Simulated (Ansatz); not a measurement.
`O[SiH2]F`, relaxed with RKS PBE-D4/def2-SVP in Ansatz from a rough embedded geometry. The force threshold is 0.03 eV/Å; the program also tests the step.

Charge 0, multiplicity 1.

Start:

```xyz
6

O     1.211   -0.279   -0.167
Si   -0.340   -0.078    0.198
F    -0.842    1.091   -0.769
H     1.532    0.302   -0.796
H    -1.053   -1.357   -0.099
H    -0.508    0.322    1.632
```

Problem. By how much does the energy fall, and how many steps does the optimiser take? (Estimate.)

Solution. Computed: 0.29 eV, in 8 steps.

Problem. Which bonds change most? (Best estimate.)

Solution. Ansatz gave: O1–Si2 from 1.606 to 1.665 Å; O1–H4 from 0.915 to 0.973 Å; Si2–F3 from 1.597 to 1.637 Å; Si2–H6 from 1.498 to 1.501 Å.

Problem. Give the relaxed structure. (Estimate.)

Solution. Ansatz gave: 
```xyz
6

O     1.153   -0.368   -0.491
Si   -0.372   -0.087    0.115
F    -1.144    1.060   -0.761
H     1.808    0.340   -0.360
H    -1.112   -1.375   -0.028
H    -0.333    0.429    1.524
```
